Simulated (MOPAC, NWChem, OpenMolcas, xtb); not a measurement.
## SiH2 (SMILES [SiH2]): methods side by side

SiH2, singlet, SMILES `[SiH2]`. Each level relaxes the structure for itself.

Quantity: the highest harmonic wavenumber at each level's own minimum, in cm⁻¹. The values are calculated.

```json
{"level": "PM6", "kind": "semi-empirical", "program": "MOPAC", "value (cm⁻¹)": "2024"}
{"level": "PM6-D3", "kind": "semi-empirical", "program": "MOPAC", "value (cm⁻¹)": "2024"}
{"level": "PM6-DH2", "kind": "semi-empirical", "program": "MOPAC", "value (cm⁻¹)": "2024"}
{"level": "GFN2-xTB", "kind": "semi-empirical", "program": "xtb", "value (cm⁻¹)": "2077"}
{"level": "HF/3-21G", "kind": "Hartree–Fock", "program": "OpenMolcas", "value (cm⁻¹)": "2079"}
{"level": "HF/6-31G* (Cartesian functions)", "kind": "Hartree–Fock", "program": "OpenMolcas", "value (cm⁻¹)": "2218"}
{"level": "HF/cc-pVTZ", "kind": "Hartree–Fock", "program": "OpenMolcas", "value (cm⁻¹)": "2152"}
{"level": "BP86/def2-SVP", "kind": "GGA", "program": "NWChem", "value (cm⁻¹)": "1972"}
{"level": "B3LYP-D3(BJ)/6-311G**", "kind": "global hybrid", "program": "NWChem", "value (cm⁻¹)": "2034"}
{"level": "B3LYP/6-31G* (Cartesian functions)", "kind": "global hybrid", "program": "OpenMolcas", "value (cm⁻¹)": "2177"}
```

Harmonic and unscaled. The values span 1972 to 2218 cm⁻¹.
